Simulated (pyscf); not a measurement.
## Addition across a multiple bond or ene-type step: `[O]=[Ta]([OH])([Cl])[Cl]` + `[H][H]` -> `[OH][TaH]([OH])([Cl])[Cl]`

Gas phase, singlet surface, charge 0. Bonds broken: H7–H8. Bonds formed: O1–H7, Ta2–H8. Structures and frequencies: ωB97X-D3(BJ)/def2-SVP in PySCF.

Transition state (Å):

```xyz
8

O     -2.1220    -0.2950     0.6919
Ta    -0.4769    -0.1070    -0.0301
O      0.6505     0.9698     0.9978
Cl    -0.7176     1.2595    -1.8940
Cl     0.2982    -1.9275    -1.2300
H      0.8710     1.2449     1.8924
H     -1.4493    -1.0225     1.3587
H     -0.3630    -1.3671     1.4408
```

One imaginary mode, 1553i cm⁻¹; descent along it reached the two sides named.

```
bond    change  reactant side (Å)  saddle  product side
------  ------  -----------------  ------  ------------
H7–H8   breaks              0.760   1.143           2.8
O1–H7    forms                2.8   1.194         0.960
Ta2–H8   forms                3.5   1.940         1.741
```

Electronic energies relative to the separated reactants (kJ/mol):

```json
[
 {"level": "ωB97X-D3(BJ)/def2-TZVP", "barrier": "140.0", "reaction energy": "+36.4", "reverse barrier": "103.5"},
 {"level": "PBE/def2-TZVP", "barrier": "128.5", "reaction energy": "+48.6", "reverse barrier": "80.0"},
 {"level": "r²SCAN/def2-TZVP", "barrier": "130.5", "reaction energy": "+41.5", "reverse barrier": "89.1"},
 {"level": "B3LYP-D3(BJ)/def2-TZVP", "barrier": "142.8", "reaction energy": "+40.5", "reverse barrier": "102.3"},
 {"level": "PBE0-D3(BJ)/def2-TZVP", "barrier": "126.5", "reaction energy": "+31.2", "reverse barrier": "95.2"},
 {"level": "M06-2X/def2-TZVP", "barrier": "148.0", "reaction energy": "+37.3", "reverse barrier": "110.7"},
 {"level": "ωB97M-D3(BJ)/def2-TZVP", "barrier": "141.8", "reaction energy": "+36.3", "reverse barrier": "105.5"},
 {"level": "HF/def2-TZVP", "barrier": "178.8", "reaction energy": "+26.3", "reverse barrier": "152.5"}
]
```

With ωB97M-D3(BJ)/def2-TZVP energies and thermal terms (ideal gas, 1 atm, RRHO with modes under 100 cm⁻¹ raised to 100, one conformer, R ln 2 for chiral ones without a mode under 150 cm⁻¹), in kJ/mol:

```json
[
 {"T (K)": "298", "ΔH‡": "144.5", "ΔG‡": "179.7", "ΔH": "+52.6", "ΔG": "+89.7"},
 {"T (K)": "600", "ΔH‡": "140.7", "ΔG‡": "217.2", "ΔH": "+51.5", "ΔG": "+127.9"},
 {"T (K)": "900", "ΔH‡": "139.9", "ΔG‡": "255.6", "ΔH": "+52.7", "ΔG": "+165.8"},
 {"T (K)": "1200", "ΔH‡": "140.6", "ΔG‡": "294.2", "ΔH": "+54.9", "ΔG": "+203.2"}
]
```

At the saddle there is also a short H–Ta contact that neither side keeps. This is the saddle that the search found; another between the same sides may lie lower. Elements past Kr carry the def2 core potentials, without spin-orbit coupling.
